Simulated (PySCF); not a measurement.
# Magnetic susceptibility: 3-butenenitrile, C4H5N

Cartesian coordinates in Å; atom numbers follow the order of the lines, from 1:
```xyz
10

C    -1.6110   -0.3723   -0.0852
C    -0.4656   -0.1199    0.5171
C     0.6718    0.6220   -0.1288
C     1.8296   -0.2343   -0.2216
N     2.7367   -0.9261   -0.2857
H    -1.8086   -0.0530   -1.0960
H    -2.4041   -0.9060    0.4092
H    -0.2821   -0.4543    1.5294
H     0.3977    0.9531   -1.1341
H     0.9445    1.4955    0.4731
```

Computed, not measured: GIAO KT1/ANO-RCC-VDZP magnetisability, non-relativistic, IEF-PCM chloroform in PySCF 2.14.0. Geometry: GFN2-xTB.

What are the magnetisability and the molar susceptibility?

Isotropic -697 × 10⁻³⁰ J/T², or -42.0 × 10⁻⁶ cm³/mol; principal values -851, -663, -577 × 10⁻³⁰ J/T², anisotropy 243 × 10⁻³⁰ J/T² (root of half the summed squared differences of the principal values). The susceptibility is in cgs units.

Split it along the inertial axes a, b, c into diamagnetic and paramagnetic parts about the centre of mass, with the quadrupole moment.


| axis | χ (10⁻⁶ cm³/mol) | diamagnetic (10⁻⁶ cm³/mol) | paramagnetic (10⁻⁶ cm³/mol) | summed x² of all electrons (Å²) | quadrupole Θ (D Å) |
| --- | --- | --- | --- | --- | --- |
| a | -46.1 | -133.0 | 86.8 | 102.1 | -9.14 |
| b | -44.2 | -487.7 | 443.5 | 18.5 | +3.47 |
| c | -35.6 | -511.4 | 475.8 | 12.9 | +5.67 |

Anisotropies 2χaa − χbb − χcc = -12.5 and 2χbb − χaa − χcc = -6.6 × 10⁻⁶ cm³/mol. Θ is traceless in Buckingham's convention.
